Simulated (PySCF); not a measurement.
Gas-phase reaction: 3 AlClF + 3 HF ⇌ AlH3 + 3 Cl + 2 AlF3

Energies from PySCF, thermal terms from the rigid-rotor harmonic-oscillator model, ideal gas at 1 bar. † marks an energy on the PBE0/def2-TZVP geometry and frequencies; other levels use their own. MP2 freezes the core. 6-31G* has spherical d functions here. Open shells (unrestricted): AlClF (multiplicity 2), Cl (multiplicity 2, electronic degeneracy 6); the rest are closed-shell singlets. Spin-orbit splitting is ignored; it lowers the true energy and changes the entropy of Cl. B3LYP is the form with VWN-RPA correlation. AlH3: computed as isolated molecules; such fragments, hydroxides, amides, oligomers or adducts are transient or little studied in the gas. MP2 isn't extrapolated to the basis-set limit; its ΔH°(298 K) is 122.9 kJ in def2-SVP and 217.0 kJ in def2-TZVPP. The harmonic model lacks anharmonicity and excited electronic states, which grow with temperature; levels with a mode under 35 cm⁻¹ are left out.

```json
[
 {"level": "B3LYP/6-31G*", "ΔE electronic, kJ": "52", "ΔH°(298 K), kJ": "38", "ΔS°(298 K), J/K": "-107", "ΔG°(1600 K), kJ": "189"},
 {"level": "B3LYP/def2-TZVP†", "ΔE electronic, kJ": "175", "ΔH°(298 K), kJ": "157", "ΔS°(298 K), J/K": "-104", "ΔG°(1600 K), kJ": "303"},
 {"level": "HF/6-31G*", "ΔE electronic, kJ": "-45", "ΔH°(298 K), kJ": "-63", "ΔS°(298 K), J/K": "-105", "ΔG°(1600 K), kJ": "88"},
 {"level": "MP2/def2-TZVPP†", "ΔE electronic, kJ": "235", "ΔH°(298 K), kJ": "217", "ΔS°(298 K), J/K": "-104", "ΔG°(1600 K), kJ": "364"},
 {"level": "PBE/def2-SVP", "ΔE electronic, kJ": "224", "ΔH°(298 K), kJ": "208", "ΔS°(298 K), J/K": "-104", "ΔG°(1600 K), kJ": "353"},
 {"level": "PBE0/def2-TZVP", "ΔE electronic, kJ": "247", "ΔH°(298 K), kJ": "229", "ΔS°(298 K), J/K": "-104", "ΔG°(1600 K), kJ": "375"},
 {"level": "LDA/def2-TZVP†", "ΔE electronic, kJ": "350", "ΔH°(298 K), kJ": "331", "ΔS°(298 K), J/K": "-104", "ΔG°(1600 K), kJ": "478"},
 {"level": "ωB97M-V/def2-TZVP†", "ΔE electronic, kJ": "184", "ΔH°(298 K), kJ": "166", "ΔS°(298 K), J/K": "-104", "ΔG°(1600 K), kJ": "312"}
]
```
ΔH° is lowest at HF/6-31G* and highest at LDA/def2-TZVP†. No reference value is set beside these.
